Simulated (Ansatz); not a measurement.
# Cohesive energy of some simple (sp) metals

Method: B3LYP (VWN-RPA form) (Ansatz, a program for electronic structure, PAW). References are measured values corrected to a static lattice or taken at low temperature (these still hold zero-point motion).

Values in eV/atom.

```json
[
 {"solid": "bcc Na", "reference": "1.12*", "B3LYP (VWN-RPA form)": "0.78", "error (eV/atom)": "-0.34"},
 {"solid": "hcp Cd", "reference": "1.18*", "B3LYP (VWN-RPA form)": "0.25", "error (eV/atom)": "-0.93"},
 {"solid": "fcc Sr", "reference": "1.73*", "B3LYP (VWN-RPA form)": "0.90", "error (eV/atom)": "-0.83"},
 {"solid": "bcc Cs", "reference": "0.81*", "B3LYP (VWN-RPA form)": "0.41", "error (eV/atom)": "-0.40"},
 {"solid": "bcc K", "reference": "0.94*", "B3LYP (VWN-RPA form)": "0.56", "error (eV/atom)": "-0.38"},
 {"solid": "bcc Rb", "reference": "0.86*", "B3LYP (VWN-RPA form)": "0.47", "error (eV/atom)": "-0.39"},
 {"solid": "bcc Ba", "reference": "1.91*", "B3LYP (VWN-RPA form)": "1.13", "error (eV/atom)": "-0.78"},
 {"solid": "hcp Be", "reference": "3.32", "B3LYP (VWN-RPA form)": "3.09", "error (eV/atom)": "-0.23"},
 {"solid": "hcp Mg", "reference": "1.51", "B3LYP (VWN-RPA form)": "0.82", "error (eV/atom)": "-0.69"},
 {"solid": "fcc Al", "reference": "3.43*", "B3LYP (VWN-RPA form)": "2.51", "error (eV/atom)": "-0.92"},
 {"solid": "bcc Li", "reference": "1.67*", "B3LYP (VWN-RPA form)": "1.32", "error (eV/atom)": "-0.35"},
 {"solid": "α-phase Ga", "reference": "2.81", "B3LYP (VWN-RPA form)": "2.06", "error (eV/atom)": "-0.75"},
 {"solid": "hcp Zn", "reference": "1.38*", "B3LYP (VWN-RPA form)": "0.49", "error (eV/atom)": "-0.89"},
 {"solid": "fcc Ca", "reference": "1.86*", "B3LYP (VWN-RPA form)": "1.16", "error (eV/atom)": "-0.70"}
]
```

Over these 14 solids the mean error is -0.61 eV/atom, the mean absolute error 0.61 eV/atom (median 0.70 eV/atom), and the worst case hcp Cd at -0.93 eV/atom; the value is too low in 14 of 14 cases.

A star marks references brought to a static lattice; the others are low-temperature values that still hold zero-point motion, which matters most for light elements.

Spin–orbit coupling is left out, also for the solids with elements from indium on (bcc Cs, bcc Ba); its size isn't shown.

Exact exchange on metals is sensitive to the k mesh.

Differences are worked out from the printed values.

Free atoms are spin-polarised, in the lowest state found; at levels without +SOC their spin–orbit coupling is left out. Each level is taken at its own relaxed cell. Ansatz's density-functional and Hartree–Fock values are scalar-relativistic unless marked +SOC, with PAW data made under PBE.

Ansatz's runs of these crystals have no spin polarisation.

Not in this set, of the simple (sp) metals with a reference value in our tables and a result at some level: 2 for the spin–orbit terms of free Br, In, Sn, Te, I and atoms past barium, a cut that leaves lighter open-shell atoms' terms in the errors; 2 for no value at B3LYP (VWN-RPA form) (not run, a failed fit, an unstable or unbound cell, or a value held back for tests). These can be a level's best or worst cases. Solids without a released value at any level aren't counted. Layered and molecular crystals are counted apart. The metals Ce to Yb are counted apart.

References as tabulated in Mejia-Rodriguez and Trickey (2018), arXiv:1807.09216; Jana et al. (2018), arXiv:1807.00350; Kittel's textbook; Csonka et al. (2009), arXiv:0903.4037.
